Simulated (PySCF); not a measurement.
Predicted microwave data (PBE0-D3(BJ)/def2-SVP geometry optimisation, gas phase (PySCF)) for one isomer of C2H6N (doublet):

```
Rotational constants : A = 40717, B = 9772, C = 8741 MHz
Dipole components    : |μa| = 0.00 D, |μb| = 1.77 D, |μc| = 0.01 D
Inertial defect      : -6.31 u·Å²
κ                    : -0.94
```

Question: Which candidate fits, each taken in the one conformer that was computed?
A. `[CH2:1][NH:2][CH3:3]` (doublet state) with H–C1–N2–C3 37° and -176°
B. `C[N]C` (dimethylaminyl)

Answer: B. It is C[N]C, a near-prolate asymmetric top. The candidates at the same level (rigid rotor, commonest isotopes):

| SMILES | A (MHz) | B (MHz) | C (MHz) | μa (D) | μb (D) | μc (D) | Δ (u·Å²) | point group | rotor |
| --- | --- | --- | --- | --- | --- | --- | --- | --- | --- |
| C[N]C | 40717 | 9772 | 8741 | 0.00 | 1.77 | 0.01 | -6.31 | – | near-prolate asymmetric top |
| [CH2]NC | 43389 | 9786 | 8520 | 1.00 | 0.74 | 0.12 | -3.97 | – | near-prolate asymmetric top |

`[CH2]NC` has A 7 % too high. No structure here is proved a minimum.
